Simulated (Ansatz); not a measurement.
Species, as SMILES: N#N (N2).
Atoms: N1, N2. Bonds: N1-N2.

Basis-set convergence of the optimised N1-N2 bond length at MP2 with Ansatz (a program for electronic structure). The reference of a correlated method is not its basis-set limit, which lies further on. All functions are spherical. Cores are frozen. No added dispersion term, no relativity. Reference: the value in pcseg-4, 1.1092 Å, itself unsure by roughly 0.0008 Å (its mean distance from aug-pcseg-3, aug-cc-pVQZ, cc-pV5Z). Deviations are taken from unrounded values.

| basis | functions | optimised N1-N2 bond length (Å) |
|---|---|---|
| cc-pVDZ | 28 | 1.1299 |
| aug-cc-pVDZ | 46 | 1.1318 |
| def2-SVP | 28 | 1.1223 |
| def2-SVPD | 40 | 1.1238 |
| pcseg-1 | 28 | 1.1246 |
| aug-pcseg-1 | 46 | 1.1267 |
| 6-311G** | 36 | 1.1198 |
| 6-311+G** | 44 | 1.1203 |
| cc-pVTZ | 60 | 1.1136 |
| aug-cc-pVTZ | 92 | 1.1141 |
| pcseg-2 | 60 | 1.1132 |
| aug-pcseg-2 | 92 | 1.1138 |
| def2-TZVPP | 62 | 1.1128 |
| def2-TZVPPD | 74 | 1.1130 |
| cc-pVQZ | 110 | 1.1104 |
| aug-cc-pVQZ | 160 | 1.1107 |
| def2-QZVPP | 114 | 1.1105 |
| def2-QZVPPD | 126 | 1.1106 |
| pcseg-3 | 120 | 1.1095 |
| aug-pcseg-3 | 170 | 1.1096 |

What the diffuse functions change, pair by pair:
- cc-pVDZ to aug-cc-pVDZ: 18 more functions, deviation 0.0207 to 0.0226 Å
- def2-SVP to def2-SVPD: 12 more functions, deviation 0.0131 to 0.0147 Å
- pcseg-1 to aug-pcseg-1: 18 more functions, deviation 0.0154 to 0.0175 Å
- 6-311G** to 6-311+G**: 8 more functions, deviation 0.0106 to 0.0111 Å
- cc-pVTZ to aug-cc-pVTZ: 32 more functions, deviation 0.0045 to 0.0049 Å
- pcseg-2 to aug-pcseg-2: 32 more functions, deviation 0.0040 to 0.0047 Å
- def2-TZVPP to def2-TZVPPD: 12 more functions, deviation 0.0036 to 0.0038 Å
- cc-pVQZ to aug-cc-pVQZ: 50 more functions, deviation 0.0012 to 0.0015 Å
- def2-QZVPP to def2-QZVPPD: 12 more functions, deviation 0.0013 to 0.0014 Å
- pcseg-3 to aug-pcseg-3: 50 more functions, deviation 0.0004 to 0.0005 Å

They bring the value nearer the reference by more than 0.0008 Å in 0 of 10 pairs.
